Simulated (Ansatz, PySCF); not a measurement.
Reaction: LiF (SMILES [Li][F]) → LiF+ (parent SMILES [Li][F], doublet) + e-
Each species at its own B3LYP-D3(BJ)/def2-TZVP minimum (Ansatz, a quantum-chemistry and plane-wave program).

Total energies in hartree (Ansatz). Open shells are spin-unrestricted; no spin-orbit coupling. Cores are frozen in correlated methods. No relativity.

| species | HF/def2-TZVPP | CCSD(T)/def2-TZVPP | HF/def2-QZVPP | CCSD(T)/def2-QZVPP | CCSDT(Q)/def2-QZVPP |
|---|---|---|---|---|---|
| 1: LiF (SMILES [Li][F]) | -106.98564 | -107.26493 | -106.99176 | -107.29915 | -107.29942 |
| 2: LiF+ (parent SMILES [Li][F], doublet) | -106.65647 | -106.87031 | -106.66184 | -106.89755 | -106.89786 |

Work out the adiabatic ionisation energy (0 K, zero-point energies from PySCF's Hessians at B3LYP-D3(BJ)/def2-TZVP) in eV: take Hartree-Fock from def2-QZVPP, extrapolate the CCSD(T) correlation energy as X^-3 (X = 3, 4), and add CCSDT(Q) - CCSD(T) in def2-QZVPP. The further terms named in the bracket sum to -0.00143 hartree. 1 hartree = 27.211 eV.


Species 1: correlation (64·(-0.30739) - 27·(-0.27929))/37 = -0.32790; step -0.00027; E1 = -106.99176 + (-0.32790) + (-0.00027) = -107.31993
Species 2: correlation (64·(-0.23571) - 27·(-0.21384))/37 = -0.25167; step -0.00031; E2 = -106.66184 + (-0.25167) + (-0.00031) = -106.91382
-1·E1 +1·E2 -0.00143 = 0.40468 hartree = 11.01 eV. Measured: 11.30 eV (CCCBDB table in ASE). The composite differs from it by -0.29 eV; core, relativistic and spin-orbit terms are not in it. So large a gap may also come from another state or conformer, or from a fault of the table, which was not checked at its source.
